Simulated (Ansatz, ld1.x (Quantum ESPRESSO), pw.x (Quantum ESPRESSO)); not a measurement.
## From atom to crystal: TM potential for B (Z = 5)

```json
{"Element": "boron", "Generator": "ld1.x (Quantum ESPRESSO) 7.5", "Type": "norm-conserving Troullier–Martins (Kleinman–Bylander form)", "Functional": "LDA (PW92)", "Relativity": "scalar-relativistic", "Frozen core": "[He]", "Valence charge": "3", "Reference configuration": "2s2 2p1", "Partial waves": "2s (bound): rc 1.05 bohr; 2p (bound): rc 3.90 bohr; 3d channel at -0.05 Ry: rc 4.05 bohr", "Local potential": "the d channel", "Core correction": "none"}
```

Crystal test: diamond B in pw.x 7.5, no spin, 11³ k-points, Fermi–Dirac smearing 0.01 Ry, cutoffs 135/540 Ry. The lattice is a test structure that the element need not adopt, and mesh and smearing are coarse.

pw.x input:

```
&control
  calculation='scf', prefix='x', pseudo_dir='./', outdir='./tmp', tstress=.true., disk_io='low'
/
&system
  ibrav=0, nat=2, ntyp=1, ecutwfc=135, ecutrho=540, nbnd=10,
  occupations='smearing', smearing='fd', degauss=0.01
/
&electrons
  conv_thr=1e-09, mixing_beta=0.4, electron_maxstep=70
/
ATOMIC_SPECIES
B 1.0 B.UPF
CELL_PARAMETERS angstrom
  0.00000000 2.00183166 2.00183166
  2.00183166 0.00000000 2.00183166
  2.00183166 2.00183166 0.00000000
ATOMIC_POSITIONS crystal
B 0.0000 0.0000 0.0000
B 0.2500 0.2500 0.2500
K_POINTS automatic
11 11 11 0 0 0
```

```bash
pw.x < B.scf.in > B.scf.out
```

Task: How does the run end?

Result: It converges; the pressure is -69.00 GPa against -0.11 GPa from all-electron LAPW. The largest radius (4.05 bohr) exceeds half the bond length (1.64 bohr), so the spheres overlap, which is one possible source of error among others. This is a poor potential for the solid. Atomic configuration tests: 1 of 9 tests not solved or not reliable. The log shows:

```
     lattice parameter (alat)  =       5.3498  a.u.
     unit-cell volume          =     108.2703 (a.u.)^3
     number of electrons       =         6.00
     number of Kohn-Sham states=           10
     kinetic-energy cutoff     =     135.0000  Ry
     charge density cutoff     =     540.0000  Ry
     scf convergence threshold =      1.0E-09
     Exchange-correlation= PW
     number of k points=    56  Fermi-Dirac smearing, width (Ry)=  0.0100
     iteration #  1     ecut=   135.00 Ry     beta= 0.40
     total energy              =     -11.40067241 Ry
     estimated scf accuracy    <       0.04006045 Ry
     iteration #  2     ecut=   135.00 Ry     beta= 0.40
     total energy              =     -11.39871325 Ry
     estimated scf accuracy    <       0.01213236 Ry
     iteration #  3     ecut=   135.00 Ry     beta= 0.40
     total energy              =     -11.39925722 Ry
     estimated scf accuracy    <       0.00011343 Ry
     iteration #  4     ecut=   135.00 Ry     beta= 0.40
     total energy              =     -11.39926267 Ry
     estimated scf accuracy    <       0.00000010 Ry
     iteration #  5     ecut=   135.00 Ry     beta= 0.40
     total energy              =     -11.39926281 Ry
     estimated scf accuracy    <       0.00000001 Ry
     iteration #  6     ecut=   135.00 Ry     beta= 0.40
     total energy              =     -11.39926281 Ry
     estimated scf accuracy    <       0.00000002 Ry
     iteration #  7     ecut=   135.00 Ry     beta= 0.40
     the Fermi energy is     5.3738 ev
!    total energy              =     -11.39926281 Ry
     estimated scf accuracy    <          3.6E-11 Ry
     smearing contrib. (-TS)   =      -0.00455888 Ry
     The total energy is F=E-TS. E is the sum of the following terms:
     one-electron contribution =       5.13118260 Ry
     hartree contribution      =       0.49505306 Ry
     xc contribution           =      -4.20510827 Ry
     ewald contribution        =     -12.81583132 Ry
     convergence has been achieved in   7 iterations
          total   stress  (Ry/bohr**3)                   (kbar)     P=     -690.02
```
